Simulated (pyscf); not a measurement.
Homolytic dissociation enthalpies at 298 K of As–Ge, As–Si, P–Si bonds in 8 gas-phase molecules, in kJ/mol. PySCF, gas phase, ωB97X-D3(BJ)/def2-SVP geometries. Both columns use the same structures and thermal terms. Rows were drawn at random from the closed-shell molecules with such a bond whose radicals are computed, keep their shape and have no isomer in the data more than 5 kcal/mol lower.

```
row                  molecule                      radicals  B3LYP-D3(BJ)/def2-TZVP  ωB97M-D3(BJ)/def2-TZVP
---  ------------------------  ----------------------------  ----------------------  ----------------------
1    H₃Si–SiH(SiH₃)–SiH₂–AsH₂  •H₂Si–SiH(SiH₃)–SiH₃ + AsH₂•                   258.8                   265.2
2            H₃Si–O–SiH₂–AsH₂          •H₂Si–O–SiH₃ + AsH₂•                   269.5                   278.4
3             H₃Si–O–SiH₂–PH₂           •H₂Si–O–SiH₃ + PH₂•                   291.7                   309.9
4     H₃Si–SiH(SiH₃)–SiH₂–PH₂   •H₂Si–SiH(SiH₃)–SiH₃ + PH₂•                   277.4                       ?
5               H₃Si–AsH–AsH₂             SiH₃• + •HAs–AsH₂                   260.2                   268.8
6             H₃Si–PH–GaH–PH₂           SiH₃• + •HP–GaH–PH₂                   297.4                   314.5
7           H₃Si–P(SiH₃)–SiH₃          SiH₃• + H₃Si–P•–SiH₃                   294.9                   311.6
8              H₃Si–GeH₂–AsH₂            H₃Si–GeH₂• + AsH₂•                   242.8                   240.0
```

Fit a line that carries the B3LYP-D3(BJ) values to the last column and predict row 4.

In the 7 complete rows the last column lies -2.8 to 18.2 kJ/mol from B3LYP-D3(BJ) (mean 10.4, median 8.9). Least squares gives y = -82.6 + 1.34·x with residuals of 1.8 kJ/mol (root mean square). For row 4: -82.6 + 1.34 × 277.4 = 289.1 kJ/mol. The computed value is 293.2 kJ/mol, 4.1 over the line. Elements up to Kr have no core potential and no relativistic terms here.
